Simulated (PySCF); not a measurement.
Gas-phase reaction: Si(NH2)4 → N2H2 + SiH2(NH2)2

Computed with PySCF and rigid-rotor harmonic-oscillator thermochemistry at 1 bar. † marks an energy on the PBE0/def2-TZVP geometry and frequencies. MP2 freezes the core. All species are closed-shell singlets. Si(NH2)4, SiH2(NH2)2: computed as isolated molecules; such fragments, hydroxides, amides, oligomers or adducts are transient or little studied in the gas. MP2 isn't extrapolated to the basis-set limit.

ωB97M-V/def2-TZVP† gives ΔH°(298 K) = 418 kJ.

Task: What do MP2/def2-SVP†, ωB97X-V/def2-TZVP†, MP2/def2-TZVPP† give?

Result: MP2/def2-SVP†: 384 kJ; ωB97X-V/def2-TZVP†: 410 kJ; MP2/def2-TZVPP†: 439 kJ. For scale, ΔH°(298 K) is 418 kJ at this level, 410 kJ at ωB97X-V/def2-TZVP†, and runs from 311 to 456 kJ over the 18 levels computed.
